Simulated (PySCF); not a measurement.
Phthalazine, C8H6N2.
Atom-mapped SMILES: `[cH:1]1[cH:2][cH:3][c:4]2[cH:5][n:6][n:7][cH:8][c:9]2[cH:10]1`

NICS is the negative of the GIAO shielding at a point without a nucleus: at the ring centre (0) and 1 Å above and below it (1); zz is the component along the ring normal. Level: GIAO PBE0/pcSseg-1 (PySCF, non-relativistic, gas phase) on the GFN2-xTB geometry, one conformer.

Rings: 1. C1–C2–C3–C4–C9–C10; 2. C4–C5–N6–N7–C8–C9.

```
set  NICS(0)  NICS(1), two faces  NICS(1)zz, two faces
  P     -9.6       -12.4 / -12.4         -30.7 / -30.7
  Q     -5.8       -11.2 / -11.2         -27.4 / -27.4
```

Question: Which set (ppm) belongs to which ring?

Answer: P = 1, Q = 2.
- 1 (6-membered carbocycle; formal bonds all aromatic): mean NICS(1)zz -30.7 ppm, shielded, aromatic by this magnetic criterion (flat ring, no four-coordinate atom), though in fused rings the probe also feels the neighbouring ring.
- 2 (6-membered ring with 2 N; formal bonds all aromatic): mean NICS(1)zz -27.4 ppm, shielded, aromatic by this magnetic criterion (flat ring, no four-coordinate atom), though in fused rings the probe also feels the neighbouring ring.

Question: How do the rings differ in shape?

Answer: 
| ring | bond lengths (Å) | rms pucker (Å) | HOMA | nearest outside atom to a NICS(1) probe (Å) |
| --- | --- | --- | --- | --- |
| 1 | 1.405, 1.369, 1.407, 1.416, 1.407, 1.369 | 0.00 | 0.89 | hydrogen 2.66 |
| 2 | 1.419, 1.300, 1.324, 1.300, 1.419, 1.416 | 0.00 | 0.84 | hydrogen 2.61 |

HOMA = 1 − mean of α(R − Ropt)² over the ring bonds, with Krygowski's 1993 parameters (CC: Ropt 1.388 Å, α 257.7 Å⁻²; CN: Ropt 1.334 Å, α 93.52 Å⁻²; NN: Ropt 1.309 Å, α 130.33 Å⁻²).
